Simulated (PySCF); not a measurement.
Compound: ketene, C2H2O.
Numbering: `[CH2:1]=[C:2]=[O:3]` (hydrogens: H4, H5 on C1)

Method: PBE/def2-TZVP geometry optimisation, gas phase in PySCF; density fitting, grid level 1; the optimiser is geomeTRIC in internal coordinates, started from a GFN2-xTB structure.

Step 0: E = -4149.4320 eV
```
atom  x, y, z in Å  |  force x, y, z in eV/Å
C1     -0.5012    0.0153    0.1502   -1.211   0.033   0.374
C2      0.7305   -0.0205   -0.2268    0.660  -0.019  -0.199
O3      1.8412   -0.0528   -0.5664    0.930  -0.022  -0.293
H4     -1.1111   -0.8659    0.1355   -0.239  -0.541  -0.049
H5     -0.9508    0.9267    0.4904   -0.140   0.549   0.167
```

**Question.** Estimate the geometry and energy of step 1. (The exact step hangs on the optimiser's Hessian estimate; all steps are aligned on step 0, rigid shifts and turns removed.)

**Answer.** E = -4149.4696 eV, largest force 0.191 eV/Å
```
atom  x, y, z in Å  |  force x, y, z in eV/Å
C1     -0.5172    0.0156    0.1547   -0.181   0.001   0.062
C2      0.7370   -0.0210   -0.2282    0.179  -0.003  -0.059
O3      1.8560   -0.0527   -0.5711    0.005   0.003  -0.006
H4     -1.1164   -0.8910    0.1315   -0.002  -0.013  -0.001
H5     -0.9508    0.9520    0.4961   -0.001   0.012   0.005
```

The energy changes by -0.0376 eV. The first-order estimate −F·Δx gives -0.0706 eV and the mean of the old and new forces, exact on a quadratic surface, -0.0379 eV. The step makes an angle of 33° with the force vector and moves no atom by more than 0.026 Å.

The cost below is that of the whole optimisation. Hardware: one thread of an Arm Neoverse V1, on a shared host. Cost: 7.6 s, 0.36 GiB resident at most.
